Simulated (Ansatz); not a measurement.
Molecule (SMILES): [SiH2] (SiH2) (closed-shell singlet).
Geometry (B3LYP-D3(BJ)/def2-TZVP, fixed):
```xyz
3

Si     0.0052     0.0009     0.1327
H     -0.0342     1.0849    -0.9366
H     -0.0389    -1.0973    -0.9218
```
Charge 0, spin multiplicity 1.

Basis-set convergence of the dipole moment at PBE with Ansatz (a program for electronic structure). Dipoles come from the density behind the forces; the sign is taken along the dipole that this method gives in the largest set. All functions are spherical. No added dispersion term, no relativity. Reference: the value in aug-pcseg-3, 0.144 D. Deviations are taken from unrounded values.

| basis | functions | dipole moment (D) | minus reference (D) |
|---|---|---|---|
| def2-SVP | 28 | 0.396 | 0.252 |
| def2-TZVPD | 61 | 0.155 | 0.011 |
| def2-TZVPP | 70 | 0.164 | 0.021 |
| jun-cc-pV(T+d)Z | 76 | 0.150 | 0.007 |
| aug-cc-pV(T+d)Z | 101 | 0.154 | 0.010 |
| def2-QZVPP | 130 | 0.151 | 0.008 |
| def2-QZVPPD | 142 | 0.144 | 0.001 |
| aug-pcseg-3 | 187 | 0.144 | 0.000 |
| pcseg-4 | 227 | 0.151 | 0.007 |
